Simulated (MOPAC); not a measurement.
Si-F bond lengths (Å) of neutral closed-shell molecules, written as SMILES: in each the longest such bond at B3LYP-D3(BJ)/def2-TZVP (Ansatz), beside the same bond after optimisation at PM7 (MOPAC) from that structure, whose symmetry is kept, so that a structure may be a saddle point there. B3LYP-D3(BJ)/def2-TZVP serves to compare with and is no measurement.

The rows were drawn at random among computed neutral closed-shell members with both values; the withheld row is one of them. Species whose geometry shows other bonds than their SMILES are left out. Runs that failed or changed their bonding are left out, and none for the size of its difference.

```
species                              PM7 (MOPAC) (x)  B3LYP-D3(BJ)/def2-TZVP (y)
-----------------------------------  ---------------  --------------------------
F[SiH2][SiH](F)F                               1.574                       1.611
[Si](F)(=O)F                                   1.541                       1.571
F[Si]F                                         1.570                       1.609
F[SiH2][SiH3] [fluoro(silyl)silane]            1.576                       1.614
[SiH]F (SiHF)                                  1.562                       1.620
F[Si](F)(F)F                                   1.554                       1.567
```

**Question.** Fit a constant shift, y = x + a, and use it for F[Si](Br)(Br)F, where PM7 (MOPAC) gives 1.563 Å.

**Answer.** The mean of y - x is a = 0.0358 Å, and the rows scatter about it by 0.0133 Å (root mean square). Prediction for F[Si](Br)(Br)F: 1.599 Å. The length at B3LYP-D3(BJ)/def2-TZVP is 1.579 Å, so the fit misses by +0.020 Å, against -0.016 Å without it. The fit is meant for species like these alone.
